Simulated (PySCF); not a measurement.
Structure from 2D NMR

Compound of formula C₄H₃NO. Correlations simulated from computed shifts and couplings:

HSQC (one-bond C–H):
| δH | δC | ¹J(C,H) (Hz) |
| --- | --- | --- |
| 7.09 | 145.4 | 174 |
| 6.94 | 144.7 | 174 |
| 6.18 | 145.4 | 175 |

COSY cross peaks (|J| ≥ 2 Hz):
| δH | δH | abs. J (Hz) | bonds |
| --- | --- | --- | --- |
| 7.09 | 6.94 | 18.8 | 3 |
| 6.94 | 6.18 | 11.3 | 3 |

HMBC (two and three bonds, |J| ≥ 2.5 Hz):
| δH | δC [abs. J in Hz] |
| --- | --- |
| 7.09 | 172.0 [9.2], 144.7 [4.1] |
| 6.94 | 172.0 [7.9] |
| 6.18 | 172.0 [14.9] |

Carbons without hydrogens: δ 172.0, 120.9.

Single conformer, non-relativistic Hamiltonian, gas phase. B3LYP/pcJ-1 coupling constants; geometry: PBE0-D3(BJ)/def2-SVP; shielding tensors at PBE/pcSseg-2 (GIAO); PySCF.

Scale: ¹H (σref 31.18), ¹³C (σref 179.39) vs TMS (reference shieldings calculated alike).

Exchangeable hydrogens are left out of these lists, and C,H couplings along chains are those of one rotamer, so weak HMBC peaks may be missing or extra.

Which molecule is this?

Results:

`C=CC(=O)C#N`.

Structure with atom numbers: `[CH2:1]=[CH:2][C:3](=[O:4])[C:5]#[N:6]`. Hydrogens are named by the atom that carries them. Ha(C1) is cis to C3; Hb(C1) is trans to C3.

1. δC 172.0 is C3, an acyl cyanide carbonyl carbon.
2. δC 145.4 is C1, a β carbon of a C=C–C=O unit (δH 7.09, 6.18).
3. δC 144.7 is C2, an α carbon of a C=C–C=O unit (δH 6.94).
4. δC 120.9 is C5, a nitrile carbon.
5. HMBC from δH 7.09 reaches the proton-free carbon C3.
6. HMBC from δH 6.94 reaches the proton-free carbon C3.
7. HMBC from δH 6.18 reaches the proton-free carbon C3.
8. COSY links 7.09–6.94, 6.94–6.18.

This is the structure that produced the data.

Unscaled 3J(H,H) at this level run about 10 % above measured values. Shifts are as computed, not scaled to solution data. Of 1211 compounds with measured shifts, 218 miss one by over three times the rms of a fit or turn the order of signals round; such compounds aren't used in these exercises.
